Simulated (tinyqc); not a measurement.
Worked calculation: extended Hueckel theory, for H3O+. The parameters take no account of the charge, which enters only through the electron count. Computed by tinyqc, a small Python program that keeps every step (integrals from PySCF). Settings: charge = 1, K = 1.75, multiplicity = 1. Command: `OMP_NUM_THREADS=1 python tinyqc.py 28292 28293 out.jsonl` (the two numbers bound the seeds that draw the settings). One thread of a shared host (Intel(R) Xeon(R) Processor @ 2.60GHz), about 0.01 s of CPU time with the checks.

## Overlaps

Geometry (angstrom):
```
atom          x          y         z
O      0.000000   0.000000  0.195000
H      0.928000   0.000000  0.000000
H     -0.464000   0.804000  0.000000
H     -0.464000  -0.804000  0.000000
```

Parameters chosen for this run:
```
element  shell  Slater exponent   H_ii (eV)
O           2s         2.275000  -32.300000
O           2p         2.275000  -14.800000
H           1s         1.300000  -13.600000
```

Slater orbitals, each expanded in six Gaussians scaled to its exponent.

overlap S, lower triangle:
```
           1O 2s     1O 2px     1O 2py     1O 2pz     2H 1s     3H 1s     4H 1s
1O 2s   1.000000
1O 2px  0.000000   1.000000
1O 2py  0.000000   0.000000   1.000000
1O 2pz  0.000000   0.000000   0.000000   1.000000
2H 1s   0.467235   0.388138   0.000000  -0.081559  1.000000
3H 1s   0.467049  -0.193961   0.336088  -0.081514  0.195572  1.000000
4H 1s   0.467049  -0.193961  -0.336088  -0.081514  0.195572  0.195420  1.000000
```

## Wolfsberg-Helmholz matrix

diagonal H_ii (eV): 1O 2s -32.300000, 1O 2px -14.800000, 1O 2py -14.800000, 1O 2pz -14.800000, 2H 1s -13.600000, 3H 1s -13.600000, 4H 1s -13.600000

K = 1.750000

H_ij = K' S_ij (H_ii + H_jj)/2 for i != j (the diagonal keeps H_ii), with K' = 1.75.

H (eV), lower triangle:
```
             1O 2s      1O 2px      1O 2py      1O 2pz       2H 1s       3H 1s       4H 1s
1O 2s   -32.300000
1O 2px    0.000000  -14.800000
1O 2py    0.000000    0.000000  -14.800000
1O 2pz    0.000000    0.000000    0.000000  -14.800000
2H 1s   -18.765319   -9.645223    0.000000    2.026744  -13.600000
3H 1s   -18.757849    4.819932   -8.351779    2.025618   -4.654612  -13.600000
4H 1s   -18.757849    4.819932    8.351779    2.025618   -4.654612   -4.650997  -13.600000
```

## Orbitals

valence electrons = 8

Solve H C = S C e through S^(-1/2); fill by pairs from the bottom, a degenerate level sharing its electrons equally; each orbital has its largest coefficient positive (the first on a tie).

orbital energies (eV): -33.521174  -17.343372  -17.342961  -14.890646  0.703378  0.709668  14.186782

occupations: 2.000000  2.000000  2.000000  2.000000  0.000000  0.000000  0.000000

coefficients:
```
              MO1        MO2        MO3        MO4        MO5        MO6        MO7
1O 2s    0.833661   0.000000  -0.000053   0.074885   0.000000   0.000641   1.101338
1O 2px  -0.000021   0.000000   0.692363   0.000036   0.000000  -0.954528   0.000940
1O 2py   0.000000   0.692297   0.000000   0.000000   0.954526   0.000000   0.000000
1O 2pz   0.012392   0.000000  -0.000033   0.989267   0.000000  -0.000128  -0.221423
2H 1s    0.109425   0.000000   0.402881  -0.036799   0.000000   0.994536  -0.673176
3H 1s    0.109370   0.348959  -0.201484  -0.036820  -0.861555  -0.498020  -0.671751
4H 1s    0.109370  -0.348959  -0.201484  -0.036820   0.861555  -0.498020  -0.671751
```

sum of one-electron energies = -166.196307 eV

Within a degenerate level the vectors are fixed only up to a rotation; this is one choice.

## Mulliken analysis

P = C n C^T; charge = valence electrons (O 6, H 1) minus the sum of (P S)_ii on the atom; overlap population = 2 sum P_ij S_ij between two atoms.

charges: 1O -0.190631, 2H 0.396896, 3H 0.396867, 4H 0.396867

Overlap populations:
```
pair      value
2-1    0.609801
3-1    0.609645
3-2   -0.053079
4-1    0.609645
4-2   -0.053079
4-3   -0.053044
```
